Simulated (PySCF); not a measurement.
# How methods differ on the ionisation energy of O

O [He] 2s2 2p4 (3P) → O⁺ [He] 2s2 2p3 (4S), as a difference of total energies. All numbers are calculated (PySCF 2.14, no relativity, point nucleus, in dyall-av2z (11s7p2d, 42 functions)). Correlated levels: valence: 1s2 frozen; virtual orbitals above 40 to 60 times the deepest correlated orbital energy dropped. The calculations carry no spin-orbit coupling.

```tsv
method	ionisation energy (eV)
UHF	11.982
LDA	13.981
PBE	14.030
PBE0	13.815
TPSS	14.009
B3LYP	14.113
TPSSh	13.920
MP2 (valence)	13.091
SCS-MP2 (valence)	13.148
```

Problem. Estimate what r2SCAN gives.

Solution. 13.673 eV, closest to PBE0 among the rows shown.

Problem. Estimate what PBEsol gives.

Solution. 13.813 eV, closest to PBE0 among the rows shown.

A first-order spin-orbit estimate (lowest level to lowest level, LS coupling) adds 0.010 eV.

Errors of the correlated levels include the incompleteness of this basis and the frozen core.

For comparison: 13.618 eV (measured; NIST Atomic Spectra Database, ionization energies).
